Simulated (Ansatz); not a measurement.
# Relative stability

Two relaxed structures of C₂H₃Si, doublet (PBE0-D4/def2-TZVP; forces vanish, vibrations not checked).

A:

C1  (-0.811, -0.558, -0.466)
Si2  (-0.183, 1.100, -0.840)
C3  (0.341, -0.315, 0.163)
H4  (-1.501, -1.392, -0.516)
H5  (0.981, -0.869, 0.840)
H6  (-0.797, 2.307, -0.181)
(Å)

B:

C1  (-1.410, -0.509, -0.739)
Si2  (1.293, 0.331, 0.284)
C3  (-0.351, -0.160, -0.270)
H4  (-2.350, -0.815, -1.140)
H5  (1.797, -0.569, 1.350)
H6  (1.324, 1.759, 0.688)
(Å)

Ansatz 0.2.0; basis: def2-TZVPP; cores frozen in the correlated methods; orbitals are unrestricted. B3LYP uses VWN-RPA correlation.

Q: Which structure is lower at CCSD(T), and by how much? (To be estimated.)

A: By the calculation: B, by 30.9 kJ/mol (electronic energy, against the other). By their contacts, A is C₂H₃Si ([CH]1[CH][SiH]1) and B is C₂H₃Si ([CH][C][SiH2]).

All methods give the same order:

```csv
method,E(B) − E(A) (kJ/mol)
PBE-D4,-10.5
r2SCAN-D4,-16.4
PBE0-D4,-7.1
B3LYP-D4,-30.9
wB97M-V,-18.9
HF,-51.3
MP2,-16.0
CCSD,-33.7
CCSD(T),-30.9
```

T1 diagnostic: at most 0.030. ⟨S²⟩ of the unrestricted Hartree–Fock references: 0.76 to 0.85 (a pure state has 0.75). The unrestricted reference is spin-contaminated, which hurts MP2 most.

Labels in which every atom is bracketed show which atoms are joined, not bond orders.

For scale, one of the runs: CCSD(T)/def2-TZVPP, 146 basis functions, launched by `ansatz run in.yaml --threads 2 --pin off --events-out ev --progress --plain --max-ram 4352MiB`. Hardware: 2 CPU threads of an Arm Neoverse V2, shared host. Wall time 28 s; peak host memory 1.9 GiB.
